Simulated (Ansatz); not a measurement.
System: rock-salt PbSe. Method: G0W0@r²SCAN (hard PAW, contour deformation; Ansatz, a quantum-chemistry and plane-wave program).

The same calculation (at the measured cell, 28.709 Å³/atom) with different numerical settings; throughout: k mesh 2×2×2:

| run | response cutoff (eV) | empty bands | quasiparticle gap on the mesh (eV) | quasiparticle gap at Γ (eV) | rough time |
|---|---|---|---|---|---|
| 1 | 100 | 240 | 0.388 | 6.632 | 20 core-s |
| 2 | 150 | 440 | 0.475 | 6.668 | 30 core-s |
| 3 | 200 | 677 | 0.513 | 6.693 | 70 core-s |
| 4 | 250 | 947 | 0.538 | 6.700 | 2 core-min |
| 5 | 300 | 1245 | 0.548 | 6.710 | 6 core-min |
| 6 | 400 | 1916 | 0.559 | 6.718 | 10 core-min |

In the column quasiparticle gap on the mesh (eV) the first row differs from the last by -0.171 and the next to last by -0.011.

The last row is no converged limit: other settings stay fixed.

Spin–orbit coupling is not included.

Note: filled d or f shells below the valence bands can shift G0W0 gaps through exchange with them, which wasn't tested here.
